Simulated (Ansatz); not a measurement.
[OH···H···F], doublet: the ladder up to UCCSDT(Q)

Geometry: a point of a hydrogen-transfer path between rigid fragments, not a stationary point.

```tsv
atom	x (Å)	y (Å)	z (Å)
O	-1.0967	-0.0252	0.0000
H	-1.3460	0.9013	0.0000
H	-0.0047	-0.0252	0.0000
F	0.9953	-0.0252	0.0000
```

Basis cc-pVDZ; Ansatz 0.2.0. Only valence electrons are correlated (noble-gas cores frozen), which leaves 15 electrons in 36 orbitals. Prefix R: restricted or restricted open-shell reference; prefix U: unrestricted. Active spaces: valence = (15e, 10o) chosen from the atoms' valence shells; pair = (3e, 3o) about the gap.

Full CI isn't at hand for all of this; UCCSDT(Q) serves as the reference, and is uncertain by the last step of the cluster series or more. The frozen core follows each run's orbitals, which can shift R against U totals by a few meV.

HF rows: RHF is the lowest solution found, UHF is the lowest solution found. Coupled cluster chose its determinant by a search with trial CCSD, here up to 0.41 eV above the lowest Hartree–Fock solution of its kind, and MP2 stands on that determinant too.

- UHF ⟨S²⟩: 0.755
- ⟨S²⟩ of the determinant under UCCSD: 0.771
- T1 diagnostic (RCCSD): 0.0342
- largest doubles amplitude (RCCSD): 0.053
- T1 diagnostic (UCCSD): 0.0196

| level | E − E(determinant under the R cluster runs) (eV) |
| --- | --- |
| RMP2 | -10.3151 |
| UMP2 | -10.3351 |
| RCCSD | -10.8426 |
| UCCSD | -10.8505 |
| RCCSD(T) | -11.0076 |
| UCCSD(T) | -11.0103 |

Task: Estimate how far UCCSDT(Q) in cc-pVDZ lies from RCCSD(T). The table doesn't fix it; the size of (T) and the diagnostics are the guide.

Result: UCCSDT(Q) in cc-pVDZ lies 3.6 kJ/mol below RCCSD(T), which is 23 % of the (T) step (-15.9 kJ/mol). T1 is raised, but (T) still catches most of what CCSD lacks.

The other levels:

```tsv
level	E − E(UCCSDT(Q)) (kJ/mol)	share of correlation (%)	wall time
RHF†	1026.3	–	–
UHF†	1015.4	–	0.3 s
BCCD(T)	3.3	99.69	4 s
RCCSDT	2.3	99.78	–
UCCSDT	2.2	99.79	–
RCCSDT(Q)	0.1	99.99	39 s
CASSCF (pair space)†	968.4	–	–
NEVPT2 (pair space)†	71.7	–	0.75 s
MRCISD (pair space)†	83.6	–	–
MRCISD+Q (pair space)†	21.3	–	1.1 s
CASSCF (valence space)†	896.7	–	–
NEVPT2 (valence space)†	147.0	–	2.6 s
MRCISD (valence space)†	71.4	–	–
MRCISD+Q (valence space)†	19.8	–	7 s
```

A dagger marks rows that describe another state than the reference (another or a broken symmetry, a higher spin or other natural occupations), so the difference holds a gap between states beside the method's error.

The correlation energy at UCCSDT(Q), counted from the determinant under the R cluster runs, is -11.045 eV. That run took 32 s on 1 thread of Intel Xeon Platinum 8488C, shared host.

Run but not shown, since their state, orbitals or frozen core can't be matched to the reference's or they repeat it: CISD.

Times hold each run's SCF and search for its determinant on a shared host, so for small cases they say little of a method's own cost; they ran on 1 thread of Intel Xeon Platinum 8488C. Some runs computed forces too.
